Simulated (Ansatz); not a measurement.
1T (CdI2-type) VSe2 (undistorted form, which takes a superstructure on cooling), treated with r²SCAN-D4 in Ansatz (PAW).

Run with plane-wave cutoff 560 eV, 18×18×10 k mesh (along the axes of the cell as run), Fermi–Dirac smearing 0.05 eV, spin-polarised with parallel moments, scalar-relativistic PAW data made under PBE.

Energies at three volumes about the minimum:

| V (Å³/atom) | E − E_lowest (meV/atom) |
|---|---|
| 20.325 | 0.80 |
| 20.740 | 0.00 |
| 21.154 | 0.71 |

Q: Fit a parabola by hand: where is the minimum, and what is the bulk modulus?

A: Slopes: (0.00 − 0.80)/(20.740 − 20.325) = -1.928 and (0.71 − 0.00)/(21.154 − 20.740) = 1.715 meV/Å³. Curvature E″ = 2 × (1.715 − (-1.928))/(21.154 − 20.325) = 8.789 meV/Å⁶. From the middle of the first interval, the slope vanishes at V0 = 20.5325 − (-1.928)/8.789 = 20.752 Å³/atom. B = V0 E″ = 20.752 × 8.789 meV/Å³ × 0.1602 GPa per meV/Å³ = 29.2 GPa. The full Birch–Murnaghan fit to all volumes gives V0 = 20.736 Å³/atom and B0 = 29.0 GPa.

Shape and atoms are relaxed at each volume.

Note: the magnetic order was assumed, not searched for or taken from measurement; the bulk modulus comes from volumes at which shape and atoms were relaxed.

Ansatz is an electronic-structure program.
